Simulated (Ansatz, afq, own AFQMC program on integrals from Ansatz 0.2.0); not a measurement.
Two steps: Ansatz 0.2.0 writes the Fock matrix and Cholesky factors of the valence space, and afq projects on them the lowest state that overlaps trial and start.

```yaml
crystal:
  periodic: [false, false, false]
  atoms:
    - {symbol: H, position_ang: [0.000000, 0.000000, -0.980667]}
    - {symbol: H, position_ang: [0.000000, 0.000000, -0.004667]}
    - {symbol: O, position_ang: [0.000000, 0.000000, 0.985333]}
basis:
  gaussian: {orbitals: cc-pVTZ}
magnetization: {spin_polarized: true, initial_magnetization: 2}
correlation: {method: ccsd_t, electrons: outside_noble_gas, hamiltonian_folder: ham}
```

```sh
$ ansatz run in.yaml --threads 1 --pin off --events-out ev --progress --plain --max-ram 16896MiB --backend cuda --devices 0, --max-vram 18GiB
```

Options of the walk:

```
--method phaseless --trial cisd --walkers 4000 --populations 20 --least-time 60 --time-step 0.005 --steps-per-block 50 --equilibration-blocks 28 --max-blocks 4000 --target-error 0.00017 --factor-cut 1e-05 --start spin_pure --seed 5221 --release-times 0.24,0.51,0.99,1.62,2.4 --release-step 0.03 --release-every 3 --taylor-order 6
```

Times are imaginary, in 1/Eh. The walk had a cap of 189 s. With eight or more populations the least sampling time is a fifth of least-time, and the error comes from their spread.

Output of the walk:

```
orbitals 57  electrons 5 3  factors 335 of 335
reference energy -75.88949046 Eh
CCSD correlation -0.22360901 Eh in 10 cycles, weight of the determinant in the CISD state 0.9422
energy of the start -76.112522 Eh
 block  time / (1/Eh)  mean weight  energy / Eh
     1     0.250  0.9998  -76.113841
     2     0.500  0.9997  -76.116057
     3     0.750  0.9998  -76.117746
     4     1.000  1.0000  -76.118391
     5     1.250  1.0003  -76.118629
     8     2.000  1.0003  -76.118679
    11     2.750  1.0001  -76.119881
    14     3.500  0.9998  -76.119435
    17     4.250  1.0001  -76.119178
    20     5.000  1.0001  -76.119389
    23     5.750  0.9997  -76.119396
    26     6.500  1.0003  -76.118926
    29     7.250  1.0001  -76.119942
    32     8.000  0.9998  -76.118881
    35     8.750  0.9999  -76.119786
    38     9.500  1.0002  -76.119025
    41    10.250  0.9999  -76.119246
    44    11.000  1.0002  -76.119260
    47    11.750  0.9997  -76.119052
    50    12.500  0.9993  -76.119283
    53    13.250  1.0002  -76.119106
    56    14.000  1.0003  -76.118893
    59    14.750  1.0001  -76.119233
    62    15.500  1.0000  -76.118856
    65    16.250  1.0002  -76.119331
    68    17.000  1.0000  -76.119090
    71    17.750  1.0002  -76.118759
    74    18.500  1.0003  -76.118594
    77    19.250  0.9999  -76.119323
    78    19.500  1.0000  -76.119184
error from the spread of 20 populations
released: time / (1/Eh)  energy / Eh  error  mean overlap
  0.24  -76.120122  0.000703  0.9963
  0.51  -76.119505  0.000061  0.9893
  0.99  -76.120022  0.000527  0.9827
  1.62  -76.119660  0.000108  0.9675
  2.40  -76.119597  0.000116  0.9567
energy -76.119130 +/- 0.000089 Eh
(rows thinned)
```

The run passed its tests (sampling time, drift between the halves within three errors, error under three times the target), which doesn't prove that it has relaxed.

Against this walk (error 2.4 meV) on the same determinant: CCSD(T) 6.4 meV higher, CCSDT(Q) 10.2 meV lower. The error is statistical and leaves out the bias of the constraint. The released energies have errors that jump between times, so the bars are unsure (meV from the phaseless value at times in 1/Eh: -27 ± 19 at 0.24, -10.2 ± 1.7 at 0.51, -24 ± 14 at 0.99, -14 ± 3 at 1.62, -13 ± 3 at 2.40), so they give no level; they do show a bias of the constraint, and the last of them that isn't too noisy lies 3 meV below CCSDT(Q).

Cautions: constraint bias not in the error; lower spins were not checked.

The walk took 2.3 min on 1 × NVIDIA H100 80GB HBM3 with 2 threads of AMD EPYC 7R13 Processor (Zen 3) (shared host) (the card was shared). The log's last line is the phaseless energy.

CCSDT and higher add their correlation energy to the determinant of the CCSD(T) run, since their own runs factorise the integrals more tightly (a shift of under 2 meV). A walk keeps the symmetry of its determinant, which the program's search chose and which needn't be the lowest solution, so a lower state of the same spin and another symmetry isn't excluded.
